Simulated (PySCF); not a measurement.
Compound: copper monofluoride, CuF (singlet state).
Numbering: `[F:1][Cu:2]`

All values: CAM-B3LYP/def2-SVPD (PySCF, non-relativistic), on one gas-phase PBE0-D3(BJ)/def2-SVP geometry that isn't relaxed in the solvent. The solvent is an IEF-PCM continuum (van der Waals radii × 1.2), and excitations are vertical TDDFT with non-equilibrium linear response and a frozen core. Specific hydrogen bonds and non-electrostatic terms are outside this model.

Gas-phase singlets (H = HOMO, L = LUMO):

```csv
state,E (eV),λ (nm),f,leading configurations
S1,2.261,548,0.006,"H-2→L 60%, H-1→L 30%"
S2,2.261,548,0.006,"H-1→L 60%, H-2→L 30%"
S3,2.321,534,0.005,H→L 95%
S4,2.510,494,0.000,H-3→L 96%
S5,2.510,494,0.000,H-4→L 96%
```

What are the lowest 5 singlets in chloroform (ε = 4.711)?

```json
{"state": "S1", "E (eV)": "2.671", "λ (nm)": "464", "f": "0.006", "leading configurations": "H-1→L 88%", "change by rank (eV)": "+0.410"}
{"state": "S2", "E (eV)": "2.671", "λ (nm)": "464", "f": "0.006", "leading configurations": "H-2→L 88%", "change by rank (eV)": "+0.410"}
{"state": "S3", "E (eV)": "2.832", "λ (nm)": "438", "f": "0.003", "leading configurations": "H→L 94%", "change by rank (eV)": "+0.511"}
{"state": "S4", "E (eV)": "2.891", "λ (nm)": "429", "f": "0.000", "leading configurations": "H-3→L 95%", "change by rank (eV)": "+0.381"}
{"state": "S5", "E (eV)": "2.891", "λ (nm)": "429", "f": "0.000", "leading configurations": "H-4→L 95%", "change by rank (eV)": "+0.381"}
```

The ground-state energy changes by -0.774 eV from gas to chloroform. By how much does the total energy of gas-phase S3 change?

E(S3) = E(S0) + excitation energy, so it changes by -0.774 + 0.511 = -0.263 eV: it is lowered less than the ground state, which is what a blue shift means. This is the vertical state, with the slow part of the continuum still set for S0.

How do the frontier levels move from gas to chloroform?

| orbital | gas (eV) | solvent (eV) | change (eV) | Löwdin shares, gas | Löwdin shares, solvent |
| --- | --- | --- | --- | --- | --- |
| LUMO+2 | 0.72 | 1.34 | +0.62 | Cu2 95 %, F1 5 % | Cu2 94 %, F1 6 % |
| LUMO+1 | 0.72 | 1.34 | +0.62 | Cu2 95 %, F1 5 % | Cu2 94 %, F1 6 % |
| LUMO | -2.11 | -0.79 | +1.32 | Cu2 91 %, F1 9 % | Cu2 91 %, F1 9 % |
| HOMO | -8.77 | -7.94 | +0.83 | Cu2 77 %, F1 23 % | Cu2 85 %, F1 15 % |
| HOMO-1 | -9.13 | -8.40 | +0.73 | Cu2 67 %, F1 33 % | Cu2 84 %, F1 16 % |
| HOMO-2 | -9.13 | -8.40 | +0.73 | Cu2 67 %, F1 33 % | Cu2 84 %, F1 16 % |
| HOMO-3 | -9.75 | -8.74 | +1.01 | Cu2 100 % | Cu2 100 % |

The HOMO–LUMO gap goes from 6.66 to 7.15 eV. Shares within a degenerate set are those of one arbitrary member.

Time: 1.3 s wall; peak memory 0.31 GiB. Hardware: an AMD EPYC 7R43 with one thread, no GPU (shared host). This is the whole response run at CAM-B3LYP/def2-SVPD in chloroform, SCF included.
